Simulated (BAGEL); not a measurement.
# HCl (SMILES Cl): a chain of runs

We compute a single-point energy (HF/def2-TZVP), then a single-point energy (NEVPT2(2,2)/def2-TZVP), then the energy (CASPT2(2,2)/def2-TZVP) of HCl. 

The results are computed with BAGEL 1.2.2.

## 1. The system as given

HCl has 2 atoms, charge 0, and is taken as a singlet. As SMILES, `Cl`. The Cl1–H2 distance was set to 2.941 Å, away from the relaxed value.

## 2. The energy at HF/def2-TZVP (density fitting with svp-jkfit) (run 1)

job.json reads:

```json
{ "bagel" : [

{
  "title" : "molecule",
  "basis" : "def2-tzvp.json",
  "df_basis" : "svp-jkfit",
  "angstrom" : "true",
  "geometry" : [
    { "atom" : "Cl", "xyz" : [       1.965583,      -0.642594,       1.010871 ] },
    { "atom" : "H", "xyz" : [      -0.546000,       0.178500,      -0.280800 ] }
  ]
},

{
  "title" : "hf",
  "charge" : 0
},

{
  "title" : "print",
  "file" : "orbitals.molden",
  "orbitals" : "true"
}

]}
```

The basis set def2-TZVP is read from a file made from the Basis Set Exchange's data (not shown).

Command:

```sh
$ BAGEL_NUM_THREADS=1 BAGEL job.json > job.out
```

What it wrote:

```text
* using 1 threads per process

  ===============================================================
  ===============================================================

  *** Geometry ***

  { "atom" : "Cl", "xyz" : [      3.714414,     -1.214327,      1.910269 ] },
  { "atom" : "H", "xyz" : [     -1.031790,      0.337316,     -0.530635 ] },

  Number of auxiliary basis functions:      146

  Since a DF basis is specified, we compute 2- and 3-index integrals:
    o Being stored without compression. Storage requirement is 0.002 GB

  Number of basis functions:       43
  Number of electrons      :       18

    * METHOD: MOLECULE                             0.02

  *** RHF ***

  === Nuclear Repulsion ===
     3.0586196222

      * DIIS with orbital gradients will be used.

  === RHF iteration (def2-tzvp.json) ===
      0       -459.70019800          0.01891754           0.00
      1       -459.56063955          0.03663749           0.00
      2       -459.84463800          0.00406381           0.00
      3       -459.84788555          0.00190937           0.00
      4       -459.84875017          0.00037271           0.00
      5       -459.84878847          0.00006385           0.00
      6       -459.84878948          0.00001575           0.00
      7       -459.84878955          0.00000350           0.00
      8       -459.84878956          0.00000048           0.00
      9       -459.84878956          0.00000007           0.00
     10       -459.84878956          0.00000002           0.00
     11       -459.84878956          0.00000001           0.00
    * SCF iteration converged.

    * Permanent dipole moment:
           (    1.097877,    -0.358921,     0.564622) a.u.

    * METHOD: HF                                   0.05

    * METHOD: PRINT                                0.00

  ===============================================================
```

Wall time 0.2 s (1 thread of Arm Neoverse V2, shared host).

## 3. A single-point energy at NEVPT2(2,2)/def2-TZVP (density fitting with svp-jkfit) (run 2)

job.json reads:

```json
{ "bagel": [

{
  "title": "molecule",
  "basis": "def2-tzvp.json",
  "df_basis": "svp-jkfit",
  "angstrom": true,
  "geometry": [
    { "atom": "Cl", "xyz": [    1.965583,   -0.642594,    1.010871 ] },
    { "atom": "H", "xyz": [   -0.546000,    0.178500,   -0.280800 ] }
  ]
},
{ "title": "hf" },
{ "title": "nevpt2", "nstate": 1, "nact": 2, "nclosed": 8, "active": [9, 10], "maxiter": 200, "natocc": true, "ncore": 5 },
{ "title": "print", "file": "orbitals.molden", "orbitals": true }

]}
```

The basis set def2-TZVP is read from a file made from the Basis Set Exchange's data (not shown).

Command:

```sh
$ BAGEL_NUM_THREADS=1 BAGEL job.json > job.out
```

What it wrote:

```text
* using 1 threads per process

  ===============================================================
  ===============================================================

  *** Geometry ***

  { "atom" : "Cl", "xyz" : [      3.714414,     -1.214327,      1.910269 ] },
  { "atom" : "H", "xyz" : [     -1.031790,      0.337316,     -0.530635 ] },

  Number of auxiliary basis functions:      146

  Since a DF basis is specified, we compute 2- and 3-index integrals:
    o Being stored without compression. Storage requirement is 0.002 GB

  Number of basis functions:       43
  Number of electrons      :       18

    * METHOD: MOLECULE                             0.02

  *** RHF ***

  === Nuclear Repulsion ===
     3.0586196222

      * DIIS with orbital gradients will be used.

  === RHF iteration (def2-tzvp.json) ===
      0       -459.70019800          0.01891754           0.00
      1       -459.56063955          0.03663749           0.00
      2       -459.84463800          0.00406381           0.00
      3       -459.84788555          0.00190937           0.00
      4       -459.84875017          0.00037271           0.00
      5       -459.84878847          0.00006385           0.00
      6       -459.84878948          0.00001575           0.00
      7       -459.84878955          0.00000350           0.00
      8       -459.84878956          0.00000048           0.00
      9       -459.84878956          0.00000007           0.00
     10       -459.84878956          0.00000002           0.00
     11       -459.84878956          0.00000001           0.00
    * SCF iteration converged.

    * Permanent dipole moment:
           (    1.097877,    -0.358921,     0.564622) a.u.

    * METHOD: HF                                   0.05

    * freezing 5 orbitals
  ---------------------------
      CASSCF calculation
  ---------------------------

    ==== Active orbitals : =====
         Orbital 9
         Orbital 10
    ============================

    * nstate   :      1
    * nclosed  :      8
    * nact     :      2
    * nvirt    :     33
  === CASSCF iteration (def2-tzvp.json) ===

    * Using the second-order algorithm

      0  0      -459.95870015     1.31e-02      0.00

      1  0      -459.97503850     6.46e-04      0.01

      2  0      -459.97506823     6.09e-05      0.01

      3  0      -459.97506852     6.53e-06      0.01

      4  0      -459.97506853     7.02e-07      0.01

      5  0      -459.97506853     7.58e-08      0.01

      6  0      -459.97506853     8.24e-09      0.01

    * Second-order optimization converged. *

     guess   0:   closed 1.                   open ..

  === FCI iteration ===

      0  0      -459.82805341     1.04e-01      0.00
      1  0      -459.96133915     3.34e-02      0.00
      2  0 *    -459.97506853     4.11e-16      0.00

     * ci vector, state   0, <S^2> = 0.0000
       2.     0.8043949515
       .2    -0.5940949099

  === DF-NEVPT2 calculation ===

    * 3-index integral transformation done
    * assembly done

      NEVPT2 correlation energy:   -0.1636531081      0.01

          (+0)     -0.1031335407
          (+0)'    -0.0113176657
          (+1)     -0.0122621849
          (+1)'    -0.0000000000
          (+2)     -0.0000750259
          (-1)     -0.0365591855
          (-1)'     0.0000000000
          (-2)     -0.0003055053

      NEVPT2 total energy:       -460.1387216359

    * METHOD: NEVPT2                               0.10

    * METHOD: PRINT                                0.00

  ===============================================================
```

Run time: 0.3 s. Hardware: 1 thread of Arm Neoverse V2, shared host.

## 4. The energy at CASPT2(2,2)/def2-TZVP (density fitting with svp-jkfit) (run 3)

calc.json reads:

```json
{ "bagel": [

{
  "title": "molecule",
  "basis": "def2-tzvp.json",
  "df_basis": "svp-jkfit",
  "angstrom": "true",
  "geometry": [
    { "atom": "Cl", "xyz": [    1.965583,   -0.642594,    1.010871 ] },
    { "atom": "H", "xyz": [   -0.546000,    0.178500,   -0.280800 ] }
  ]
},
{ "title": "hf" },
{ "title": "casscf", "nstate": 1, "nact": 2, "nclosed": 8, "active": [9, 10], "maxiter": 200, "natocc": "true" },
{ "title": "print", "file": "orbitals.molden", "orbitals": "true" },
{ "title": "smith", "method": "caspt2", "ms": "true", "xms": "true", "sssr": "true", "shift": 0.2, "shift_imag": "true", "ncore": 5 }

]}
```

The basis set def2-TZVP is read from a file made from the Basis Set Exchange's data (not shown).

Command:

```sh
$ BAGEL_NUM_THREADS=1 BAGEL calc.json > calc.out
```

What it wrote:

```text
* using 1 threads per process

  ===============================================================
  ===============================================================

  *** Geometry ***

  { "atom" : "Cl", "xyz" : [      3.714414,     -1.214327,      1.910269 ] },
  { "atom" : "H", "xyz" : [     -1.031790,      0.337316,     -0.530635 ] },

  Number of auxiliary basis functions:      146

  Since a DF basis is specified, we compute 2- and 3-index integrals:
    o Being stored without compression. Storage requirement is 0.002 GB

  Number of basis functions:       43
  Number of electrons      :       18

    * METHOD: MOLECULE                             0.02

  *** RHF ***

  === Nuclear Repulsion ===
     3.0586196222

      * DIIS with orbital gradients will be used.

[... 6 lines left out ...]
    * SCF iteration converged.
[... 1 line left out ...]
    * Permanent dipole moment:
[... 27 lines left out ...]
    * Second-order optimization converged. *
[... 9 lines left out ...]
     * ci vector, state   0, <S^2> = 0.0000
[... 16 lines left out ...]
    * Zeroth order energy : state  0       -0.5254799797

    * CASPT2 iteration is performed using orthogonal basis

      -------------------------------------------  CASPT2 iteration  ---------------------------------------------------
       #      aibj      arbs      arbi      airj      risj      airs      arst      rist         Etot      error   time
      ------------------------------------------------------------------------------------------------------------------

       0  -0.10254  -0.00041  -0.03994  -0.01360  -0.00012  -0.01120  -0.00000   0.00000   -0.1677976  0.0007485   0.01
       1  -0.10254  -0.00041  -0.03995  -0.01360  -0.00012  -0.01123  -0.00000   0.00000   -0.1678453  0.0000383   0.01
       2  -0.10254  -0.00041  -0.03995  -0.01360  -0.00012  -0.01123  -0.00000  -0.00000   -0.1678455  0.0000033   0.01
       3  -0.10254  -0.00041  -0.03995  -0.01360  -0.00012  -0.01123  -0.00000   0.00000   -0.1678455  0.0000003   0.01

      ------------------------------------------------------------------------------------------------------------------

    * CASPT2 energy : state  0     -460.1440213647
        w/o shift correction       -460.1429140222
        reference weight              0.9403703411

    * METHOD: SMITH                                0.04

  ===============================================================
```

Run time: 0.34 s. Hardware: 1 thread of Arm Neoverse V2, shared host.

## 5. Summary of results

| quantity | value |
| --- | --- |
| run 1, HF/def2-TZVP: total energy | -459.84879 Eh |
| run 1, HF/def2-TZVP: dipole moment | 3.27 D |
| run 1, HF/def2-TZVP: HOMO energy | -10.80 eV |
| run 1, HF/def2-TZVP: LUMO energy | -4.15 eV |
| run 1, HF/def2-TZVP: HOMO–LUMO gap | 6.65 eV |
| run 2, NEVPT2(2,2)/def2-TZVP: total energy | -460.13872 Eh |
| run 3, CASPT2(2,2)/def2-TZVP: total energy | -460.14402 Eh |

One bond (run 1, HF/def2-TZVP) is far stretched, which a spin-restricted single reference describes badly; a broken-symmetry solution may lie lower.
